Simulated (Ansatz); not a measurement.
# B(OMe2)H3 (C₂H₉BO): geometry, orbitals and charge

What does B(OMe2)H3 (C₂H₉BO) look like as a singlet, and where do its frontier electrons sit?

Method: RKS PBE0-D4/def2-TZVP; program: Ansatz 0.2.0, Gaussian basis.

Levels to be run: relaxation at PBE-D4/def2-SVP; a search for the lowest solution at PBE0-D4/def2-SVP; a single point at PBE0-D4/def2-TZVP.

## 1. Starting geometry

13 atoms, charge 0, spin multiplicity 1.

Atoms are counted from 1 here; the program's logs count them from 0.

Bond lengths: B1–O2 1.657 Å, B1–H11 1.185 Å, B1–H12 1.192 Å, B1–H13 1.185 Å, O2–C3 1.414 Å, O2–C4 1.414 Å, C3–H5 1.088 Å, C3–H6 1.094 Å, C3–H7 1.094 Å, C4–H8 1.094 Å, C4–H9 1.094 Å, C4–H10 1.087 Å. Angles: O2–B1–H11 104.0°, O2–B1–H12 106.1°, O2–B1–H13 104.1°, H11–B1–H12 113.9°, H11–B1–H13 113.6°, H12–B1–H13 113.8°, B1–O2–C3 111.5°, B1–O2–C4 111.4°, C3–O2–C4 111.9°, O2–C3–H5 107.2°, O2–C3–H6 111.3°, O2–C3–H7 109.7°, H5–C3–H6 109.0°, H5–C3–H7 109.9°, H6–C3–H7 109.6°, O2–C4–H8 111.3°, O2–C4–H9 109.7°, O2–C4–H10 107.2° and more.

As a file:

```mol
C2H9BO
  3D, bonds by distance, orders not assigned

 13 12  0  0  0  0  0  0  0  0999 V2000
    0.1852   -0.3226   -1.4721 B   0  0
    0.2255   -0.3806    0.1837 O   0  0
   -1.0753   -0.4788    0.7299 C   0  0
    0.9419    0.7132    0.7215 C   0  0
   -1.5423   -1.3577    0.2916 H   0  0
   -1.6760    0.4032    0.4872 H   0  0
   -1.0120   -0.5931    1.8164 H   0  0
    0.4529    1.6636    0.4857 H   0  0
    1.0267    0.6014    1.8069 H   0  0
    1.9312    0.7018    0.2703 H   0  0
    1.3278   -0.3178   -1.7871 H   0  0
   -0.3965    0.6796   -1.7528 H   0  0
   -0.3890   -1.3122   -1.7813 H   0  0
  1  2  8  0
  1 11  8  0
  1 12  8  0
  1 13  8  0
  2  3  8  0
  2  4  8  0
  3  5  8  0
  3  6  8  0
  3  7  8  0
  4  8  8  0
  4  9  8  0
  4 10  8  0
M  END
```

The start is a GFN2-xTB geometry.

## 2. Relaxation at PBE-D4/def2-SVP

in.yaml reads:

```yaml
crystal:
  periodic: [false, false, false]
  atoms:
    - {symbol: B, position_ang: [0.185180, -0.322590, -1.472060]}
    - {symbol: O, position_ang: [0.225450, -0.380620, 0.183710]}
    - {symbol: C, position_ang: [-1.075320, -0.478780, 0.729950]}
    - {symbol: C, position_ang: [0.941860, 0.713210, 0.721510]}
    - {symbol: H, position_ang: [-1.542310, -1.357700, 0.291610]}
    - {symbol: H, position_ang: [-1.675980, 0.403170, 0.487150]}
    - {symbol: H, position_ang: [-1.012030, -0.593130, 1.816360]}
    - {symbol: H, position_ang: [0.452920, 1.663560, 0.485740]}
    - {symbol: H, position_ang: [1.026720, 0.601440, 1.806930]}
    - {symbol: H, position_ang: [1.931240, 0.701840, 0.270310]}
    - {symbol: H, position_ang: [1.327810, -0.317810, -1.787060]}
    - {symbol: H, position_ang: [-0.396540, 0.679650, -1.752790]}
    - {symbol: H, position_ang: [-0.389000, -1.312240, -1.781350]}
basis:
  gaussian: {orbitals: def2-SVP}
hamiltonian: {xc: pbe, dispersion: d4}
scf: {omitted_lower_state_checks: [starts]}
output: {orbitals: {seedname: orbitals}}
relax: {f_tol: 0.02, max_steps: 100}
```

Command:

```bash
> ansatz run in.yaml --threads 4 --pin off --events-out ev --progress --plain --max-ram 3916MiB
```

After this run come: Searching for the lowest solution, PBE0-D4/def2-SVP; Single point, PBE0-D4/def2-TZVP.

Q: Predict the results of all the runs planned. Wanted: point group; commonest bond, hydrogen aside; HOMO, LUMO at PBE0-D4/def2-TZVP; dipole at PBE-D4/def2-SVP.

As calculated:

| quantity | value |
| --- | --- |
| point group | Cs |
| commonest bond, hydrogen aside | C–O, 2 of mean length 1.437 Å |
| HOMO, LUMO at PBE0-D4/def2-TZVP | -7.80, 0.65 eV |
| dipole at PBE-D4/def2-SVP | 4.86 D |

What this shows: The molecule keeps its bonding pattern by the stored test; the atoms moved 0.04 Å (rms). No usable vibrations, so a minimum isn't proven. The point group is read from a loosely relaxed geometry; soft torsions can leave it below the true symmetry.
